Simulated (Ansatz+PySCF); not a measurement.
# singlet C2H4: levels of theory in one basis

```xyz
6

C     0.0000    0.0000   -0.6653
C     0.0000    0.0000    0.7984
H     0.0000   -0.9311   -1.2403
H     0.0000    0.9311   -1.2403
H     0.0000   -0.9311    1.3734
H     0.0000    0.9311    1.3734
```

Basis set: STO-3G (spherical functions). Frozen core: 2 orbitals. Charge 0, multiplicity 1.

Computed with Ansatz (development build ahead of 0.2.0); each method stands on the lowest determinant of its kind that the runs found.

```
                            method  E − E(RHF) (eV)  <S²> of the determinant
                               RHF             0.00                     0.00
                               UHF            -0.69                     0.61
                           UHF-MP2            -3.07                     0.61
                          RHF-CCSD            -4.93                        –
                          UHF-CCSD            -4.89                     0.61
                       RHF-CCSD(T)            -4.95                        –
                       UHF-CCSD(T)            -4.93                     0.61
full CI (lowest root of this spin)            -4.98                        –
```

**Question.** What does RHF-MP2 give on the same scale?

**Answer.** -3.79 eV.

**Question.** Is a single determinant a sound starting point here?

**Answer.** It is doubtful. Unrestricted orbitals lower Hartree–Fock by 0.69 eV and <S²> is 0.61 where a pure state has 0.00, a sign of strong static correlation.

Caution for RHF, RHF-MP2, RHF-CCSD, RHF-CCSD(T): an unrestricted determinant lies well below. Caution for UHF, UHF-MP2, UHF-CCSD, UHF-CCSD(T): the unrestricted determinant is spin contaminated; the determinant may break the point group. Caution for RHF-MP2, UHF-MP2, RHF-CCSD, UHF-CCSD, RHF-CCSD(T), UHF-CCSD(T): large amplitudes, a single reference is doubtful. Caution for UHF-MP2: another reference gives a lower total.
